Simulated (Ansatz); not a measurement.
Gas-phase reaction in SMILES: C(=O)(OC)C + 5 [H][H] (H2) -> 3 C (CH4) + 2 O (H2O)

Wanted: energy of full hydrogenation (electronic), in kcal/mol. Conventions: LANL2DZ all-electron up to Ne; no dispersion term unless named; non-relativistic; spin-orbit terms left out; valence correlation only. CBS(X,Y): correlation extrapolated as X^-3; Hartree-Fock from the larger set. [CCSD(T)-MP2]/basis is that difference in the basis named. First-principles rows: single points at B3LYP-D3(BJ) geometries (Ansatz, a first-principles code).

```csv
species,coefficient,"E at B3LYP/LANL2DZ (Ansatz), Eh","E at B3LYP/def2-TZVPD (Ansatz), Eh"
COC(C)=O,-1,-268.34527,-268.50620
[H][H] (H2),-5,-1.17442,-1.17969
C (CH4),+3,-40.51439,-40.53767
O (H2O),+2,-76.41319,-76.46681
```

Coupled cluster (Ansatz) is a level with limits of its own, used here on species with T1 under 0.025 (0.045 for open shells) and stable references: RI-MP2/CBS(aug-cc-pVTZ,aug-cc-pVQZ)+[CCSD(T)-MP2]/aug-cc-pVTZ. Value to compare with, RI-MP2/CBS(aug-cc-pVTZ,aug-cc-pVQZ)+[CCSD(T)-MP2]/aug-cc-pVTZ (Ansatz): -91.6 kcal/mol. 1 Eh = 627.5095 kcal/mol.

Question: Work the quantity out at each level, and compare with RI-MP2/CBS(aug-cc-pVTZ,aug-cc-pVQZ)+[CCSD(T)-MP2]/aug-cc-pVTZ (Ansatz).

Answer: 
- B3LYP/LANL2DZ: the sum of coefficient times E is -0.15218 Eh, or -95.49 kcal/mol. Result: -95.5 kcal/mol. Its difference against RI-MP2/CBS(aug-cc-pVTZ,aug-cc-pVQZ)+[CCSD(T)-MP2]/aug-cc-pVTZ (Ansatz) is -3.9 kcal/mol.
- B3LYP/def2-TZVPD: the sum of coefficient times E is -0.14198 Eh, or -89.09 kcal/mol. Result: -89.1 kcal/mol. Its difference against RI-MP2/CBS(aug-cc-pVTZ,aug-cc-pVQZ)+[CCSD(T)-MP2]/aug-cc-pVTZ (Ansatz) is 2.5 kcal/mol.
